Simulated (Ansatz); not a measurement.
# N2H+ (triplet): from Hartree-Fock to the top rungs, def2-TZVPP

One table from this session's results is given with a row withheld; the runs are named, their logs left out.

Computed with Ansatz 0.2.0, Gaussian basis. Level: def2-TZVPP, core rule «outside noble gas», up to 2 orbitals frozen.

The runs, in order: UHF; ROHF; CCSD(T) on UHF.

2 further runs of the same task are left out: 2 set aside as unsound or not needed.

### The geometry

The geometry is a PBE0/def2-TZVP stationary point (not a proven minimum) of the parent state, kept for this charge and spin.

3 atoms, charge 1, spin multiplicity 3.

Atoms are counted from 1 here; the program's logs count them from 0.

Bond lengths: N1–N2 1.165 Å, N1–H3 1.057 Å. Angles: N2–N1–H3 117.5°.

Set-up of the first run:

in.yaml reads:

```yaml
crystal:
  periodic: [false, false, false]
  atoms:
    - {symbol: N, position_ang: [0.000000, -0.129220, 0.530635]}
    - {symbol: N, position_ang: [0.000000, 0.078417, -0.615382]}
    - {symbol: H, position_ang: [0.000000, 0.705987, 1.177680]}
basis:
  gaussian: {orbitals: def2-TZVPP}
total_charge: 1
magnetization: {spin_polarized: true, initial_magnetization: 2}
hamiltonian: {xc: hf}
output: {orbitals: {seedname: orbitals}}
```

Run with:

```sh
ansatz run in.yaml --threads 1 --pin off --events-out ev --progress --plain --max-ram 4096MiB --backend cpu
```

Among the steps run: UHF; ROHF; CCSD(T) on UHF.

One table of the session follows, with a row left open; its other results are not shown here.

```
  method  from UCCSD(T) (kcal/mol)
    ROHF                   +222.94
     UHF                   +218.55
    UMP2                    +32.70
   UCCSD                         ?
UCCSD(T)                         0
```

Estimate the missing values for UCCSD.

The run gave: from UCCSD(T) (kcal/mol): +9.95. In the column «from UCCSD(T) (kcal/mol)» it lies between UCCSD(T) (0) and UMP2 (+32.70).
